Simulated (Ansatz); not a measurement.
A calculation with Ansatz (development build ahead of 0.2.0).

```yaml
crystal:
  periodic: [false, false, false]
  atoms:
    - { symbol: O, position_ang: [0.0, 0.0, 0.0] }
    - { symbol: H, position_ang: [1.59683, 0.0, 0.0] }
    - { symbol: H, position_ang: [-1.71486, 0.0, 0.0] }
basis:
  gaussian: { orbitals: "6-31G" }
total_charge: -1
magnetization:
  initial_magnetization: 1
hamiltonian:
  xc: hf
correlation:
  method: fci
  frozen_orbitals: { H: 0, O: 1 }
```

The input is written out in the form of the current development build from the run's settings.

Output:

```
Converged    : yes
Total energy : -75.89006 hartree
State        : lowest doublet root, of any spatial symmetry
```

Caution: no diffuse functions for an anion.
